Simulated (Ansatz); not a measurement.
C3H5NO can be A, `C=CC(N)=O`, or B, `N=CC1CO1`.

Isolated molecules relaxed with PBE0-D4/def2-TZVP in Ansatz; ΔE leaves out vibrations. CBS: MP2 limit from def2 TZ/QZ plus the TZ coupled-cluster correction, frozen cores. DFT in def2-TZVPP. B3LYP here is the variant with VWN-RPA as its local correlation; programs differ in this. Each species was taken in one conformer, which may not be the lowest.

Question: Which isomer does CCSD(T)/CBS put lower? Give the gap. (Estimate.)

Answer: The calculation gave: A, by 167.4 kJ/mol.

Question: Give E(B) − E(A) in kJ/mol with B3LYP-D4, BLYP-D4, HF/def2-TZVPP, CCSD/def2-TZVPP, CCSD(T)/def2-SVP, ωB97M-V, PBE0-D4. (An estimate is asked.)

Answer: The calculation gave: B3LYP-D4 180.4, BLYP-D4 181.2, HF/def2-TZVPP 185.2, CCSD/def2-TZVPP 163.6, CCSD(T)/def2-SVP 171.1, ωB97M-V 168.9, PBE0-D4 166.1. None reverses the order clearly.

Question: Does the order hold for the free energy at 298.15 K (harmonic terms from PBE0-D4)? (Best estimate.)

Answer: The calculation gave: Yes: G(B) − G(A) = +171.3 kJ/mol, for one conformer each.

Largest T1 diagnostic: 0.015.

At CCSD(T), def2-SVP lies +3.7 kJ/mol from the extrapolated value and def2-TZVPP −3.6 kJ/mol. Leaving LDA and LC-ωPBE aside and taking each functional with its dispersion term where it has one, the values, not all of them listed here, spread over 20.6 kJ/mol, from ωB97X-V to BHLYP-D4. LDA lies +5.6 kJ/mol from PBE without D4.
